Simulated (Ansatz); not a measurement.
Input file:

```yaml
crystal:
  periodic: [false, false, false]
  atoms:
    - {symbol: Si, position_ang: [0.000000, -0.118572, 0.606157]}
    - {symbol: O, position_ang: [0.000000, 0.162082, -1.027349]}
    - {symbol: H, position_ang: [0.000000, 1.366569, 0.980666]}
    - {symbol: H, position_ang: [0.000000, -0.635437, -1.563283]}
basis:
  gaussian: {orbitals: cc-pVDZ}
magnetization: {spin_polarized: true, initial_magnetization: 0}
hamiltonian: {xc: {name: B3LYP}}
```

```sh
$ ansatz run in.yaml --threads 1 --pin off --events-out ev --progress --plain --max-ram 2816MiB --backend cpu
```

Q: Roughly how long does this take on 1 thread of AMD EPYC 7R13, shared host, and how much host memory?

A: 1.1 s wall and 0.14 GiB.

```
400 factors; integrals over basis functions are off by at most 1.4e-3 eV
mean field evaluation 1: about -9952.6826 eV, gradient 3.5e1 eV
mean field evaluation 2: about -9928.8524 eV, gradient 8.1e1 eV
mean field evaluation 4: about -9957.0889 eV, gradient 1.6e0 eV
mean field evaluation 8: about -9957.1713 eV, gradient 6.0e-2 eV
mean field evaluation 16: about -9957.1713 eV, gradient 7.0e-5 eV
mean field -9957.17132423 eV, -365.9192969524 hartree, gradient 2.4e-5 eV, S^2 0.000000; 1 other end points of the search recorded, 0 dependent functions left out
reference -9957.17150300 eV, -365.9193035219 hartree; 12, 12 occupied and 30, 30 virtual orbitals, 400 factors
Total energy: -9957.17150300 eV, -365.9193035219 hartree
```
